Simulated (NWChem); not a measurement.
System: dichloromethane (CH2Cl2); SMILES ClCCl

All runs: NWChem. Pople sets run with spherical d functions. Each level has its own optimisation. Computed dipoles belong to the equilibrium geometry; the measured one is vibrationally averaged.

Measured dipole moment: 1.60 D (NIST CCCBDB, as tabulated in the package chemicals).

```csv
level,dipole moment (D),computed − measured
Hartree-Fock/STO-3G,2.27,+0.67
Hartree-Fock/3-21G,2.50,+0.90
Hartree-Fock/6-31G*,?,?
B3LYP/6-31G*,1.85,+0.25
"LDA (Slater exchange, VWN5)/def2-SVP",1.55,-0.05
PBE/def2-SVP,?,?
BLYP/def2-SVP,1.55,-0.05
PBE0/def2-SVP,1.69,+0.09
```

Task: Fill in the missing entries.

Result: 
- PBE/def2-SVP, dipole moment (D): 1.58
- PBE/def2-SVP, computed − measured: -0.02
- Hartree-Fock/6-31G*, dipole moment (D): 1.99
- Hartree-Fock/6-31G*, computed − measured: +0.39
